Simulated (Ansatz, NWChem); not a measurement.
**Heat of formation of CH4S (methanethiol) from total energies**

CH4S has 6 atoms, charge 0, and is taken as a singlet. SMILES: `CS`. Geometry: relaxed at PBE0-D4/def2-TZVP.

Total energies at MP2/cc-pVTZ, 6 core orbitals frozen (NWChem 7.3.0); the atoms run unrestricted:

| species | state | energy (Eh) |
| --- | --- | --- |
| CH4S | singlet | -438.119807 |
| C | triplet | -37.758488 |
| S | triplet | -397.625802 |
| H | doublet | -0.499810 |

Harmonic wavenumbers at PBE0-D4/def2-TZVP, in cm⁻¹: 244, 731, 804, 972, 1099, 1353, 1466, 1481, 2714, 3068, 3158, 3161.

Measured heats of formation of the gaseous atoms at 298.15 K, in kJ/mol: C 716.9, S 277.0, H 218.0. Spin-orbit lowering of the atoms at 298 K (mean of the ground term's levels less their thermal mean, from spectra), in kJ/mol: C 0.02, S 1.88. Take 1 Eh = 2625.50 kJ/mol, 1 cm⁻¹ = 0.0119627 kJ/mol, RT = 2.479 kJ/mol.

Work out the heat of formation of the gas at 298 K.


1. Electronic atomisation energy: (-37.758488) + (-397.625802) + 4 × (-0.499810) − (-438.119807) = 0.736277 Eh = 1933.1 kJ/mol.
2. Zero-point energy: half the sum of the wavenumbers, 10125.5 cm⁻¹ = 121.1 kJ/mol.
3. Thermal vibrational enthalpy, Σ hcν̃/(exp(hcν̃/kT) − 1): 2.0 kJ/mol. Translation, rotation and pV of a non-linear molecule: 4 RT = 9.9 kJ/mol.
4. The 6 free atoms carry 5/2 RT each: 37.2 kJ/mol.
5. Spin-orbit coupling lowers the free atoms by 0.02 + 1.88 = 1.9 kJ/mol.
6. Atomisation enthalpy at 298 K: 1933.1 − 1.9 − 121.1 − 2.0 − 9.9 + 37.2 = 1835.4 kJ/mol.
7. Sum of the atoms' heats of formation: 1865.9 kJ/mol. Heat of formation: 1865.9 − 1835.4 = +30.5 kJ/mol.

The tabulated value is -22.9 kJ/mol (CRC Handbook of Chemistry and Physics), so this level is off by +53.4 kJ/mol, or 2.8 % of the atomisation enthalpy that the table implies (1888.8 kJ/mol). Perturbation theory converges slowly with the basis for atomisation. Anharmonicity and any spin-orbit splitting of the molecule are left out, and cores are frozen in the wave-function part.
